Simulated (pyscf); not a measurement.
H₃C–In=S (SMILES [CH3][In]=[S]) + H₂ (SMILES [H][H]) → H₃C–InH–SH (SMILES [CH3][InH][SH]), an addition across a multiple bond or ene-type step (singlet surface; H–H broken, H–In, H–S formed). Structures and frequencies: ωB97X-D3(BJ)/def2-SVP in PySCF. Energies in kJ/mol from the separated reactants.

Small-basis levels: PySCF, no dispersion term, spherical d functions. AM1 to PM7: differences of heats of formation from MOPAC, which are fitted to 298 K values and so differ in kind from electronic energies by zero-point and thermal terms. GFN2-xTB: tblite. Cost: rough CPU time at the saddle relative to B3LYP/6-31G*+LANL2DZ, from one job on a shared machine.

```json
[
 {"level": "PBE/6-31G*+LANL2DZ", "barrier": "?", "reaction energy": "-63.6", "cost": "1"},
 {"level": "B3LYP/LANL2DZ", "barrier": "144.3", "reaction energy": "-47.4", "cost": "0.8"},
 {"level": "B3LYP/6-31G*+LANL2DZ", "barrier": "140.3", "reaction energy": "-67.9", "cost": "1"},
 {"level": "M06-2X/6-31G*+LANL2DZ", "barrier": "139.8", "reaction energy": "-79.4", "cost": "2"},
 {"level": "B3LYP/def2-SVP", "barrier": "127.3", "reaction energy": "-69.3", "cost": "2"},
 {"level": "GFN2-xTB", "barrier": "?", "reaction energy": "-116.6", "cost": "under 0.02"},
 {"level": "PM7", "barrier": "199.5", "reaction energy": "-34.1", "cost": "under 0.02"},
 {"level": "ωB97M-D3(BJ)/def2-TZVP", "barrier": "?", "reaction energy": "-80.7", "cost": "–"}
]
```

### Question
Complete the blanks.

### Answer

- PBE/6-31G*+LANL2DZ, barrier: 116.7
- GFN2-xTB, barrier: 63.1
- ωB97M-D3(BJ)/def2-TZVP, barrier: 129.8

Against the last row the barrier runs from -66.7 (GFN2-xTB) to +69.6 kJ/mol (PM7). ωB97M-D3(BJ)/def2-TZVP has limits of its own. At the saddle there is also a short H–In contact that neither side keeps. This is the saddle that the search found; another between the same sides may lie lower. In the def2 sets elements past Kr carry core potentials, without spin-orbit coupling.
